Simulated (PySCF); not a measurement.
Bonds broken one at a time in the series C F-Cl. All species are isolated molecules in the gas phase. Strings in code marks are SMILES.

All values below come from ωB97X-D3(BJ)/def2-TZVP // PBE0-D3(BJ)/def2-TZVP (PySCF). 

```
species                           dipole moment (D)
--------------------------------  -----------------
whole molecule (`FC(F)(F)F`)                   0.00
radical fragment (`F[C](F)F`)                  0.23
whole molecule (`FC(F)(F)Cl`)                  0.37
radical fragment (`Cl[C](F)F`)                    …
radical fragment (`F[C](Cl)Cl`)                0.41
whole molecule (`ClC(F)(Cl)Cl`)                   …
radical fragment (`Cl[C](Cl)Cl`)               0.14
whole molecule (`ClC(Cl)(Cl)Cl`)               0.00
```

Question: Some entries are withheld; supply them.

Answer: 
- radical fragment (`Cl[C](F)F`), dipole moment (D): 0.36
- whole molecule (`ClC(F)(Cl)Cl`), dipole moment (D): 0.38
